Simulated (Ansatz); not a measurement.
Born–Oppenheimer molecular dynamics of BFH4 (6 atoms, charge 0, multiplicity 1). It starts at the highest image of a converged band, a first-order saddle point between two minima.

The calculation used RKS PBE/def2-SVP (Ansatz 0.2.0).

```yaml
ensemble: NVE (velocity Verlet)
time_step: 0.5 fs
steps_asked: 200
starting_velocities_drawn_for: 300 K
seed: 2687
```

First frame:

```xyz
6
Properties=species:S:1:pos:R:3
B 0.009 -0.160 0.058
H 0.003 0.217 1.314
H 1.066 0.124 -0.459
H -1.068 0.062 -0.448
F 0.058 -1.743 0.574
H 0.037 -0.902 1.322
```

(1) What does the run give?

(2) What happens to the structure?

(3) How do temperature and energy run in time?

## Answers

(1) All steps were run.

```json
{"steps done": "200", "time covered": "100 fs", "mean temperature over the second half": "161 K", "spread of the potential energy over the second half": "4.6 meV per atom", "mean potential energy of the second half above the start": "12.0 meV per atom"}
```

The conserved energy stayed within 0.051 meV per atom of its start (net change 0.023 meV per atom), so the integration is sound. A run of 0.1 ps of so small a system gives no equilibrium averages. The orbitals stay closed-shell, which can raise the energy where a bond breaks towards radicals; this wasn't checked here.

(2) Between its relaxed ends the band would form B1–F5, H2–H6 and break B1–H2, F5–H6. These pairs go: B1–F5 1.67 → 2.31 Å, H2–H6 1.12 → 1.88 Å, B1–H2 1.31 → 1.21 Å, F5–H6 1.13 → 0.93 Å. In the last frame they stand as before the step (other bonds may differ from the relaxed reactants and products). It ends as BH3 + FH. Pairs count as bonded within 1.25 times the sum of covalent radii (0.12 Å more for H–H). The details hang on the random start.

(3) 
| time (fs) | T (K) | potential energy less start (eV) | conserved less start (meV/atom) |
| --- | --- | --- | --- |
| 0 | 300 | 0.000 | 0.00 |
| 8 | 221 | 0.041 | 0.04 |
| 16 | 486 | -0.096 | 0.00 |
| 24 | 469 | -0.087 | 0.00 |
| 32 | 395 | -0.049 | 0.01 |
| 40 | 211 | 0.046 | 0.04 |
| 48 | 122 | 0.092 | 0.03 |
| 56 | 89 | 0.110 | 0.04 |
| 64 | 134 | 0.086 | 0.04 |
| 72 | 212 | 0.046 | 0.02 |
| 80 | 237 | 0.032 | 0.00 |
| 88 | 212 | 0.045 | -0.01 |
| 96 | 116 | 0.095 | 0.02 |

Time of the run: 2.3 min on 1 thread of Arm Neoverse V1, with other jobs on the host, peak memory 0.085 GiB.
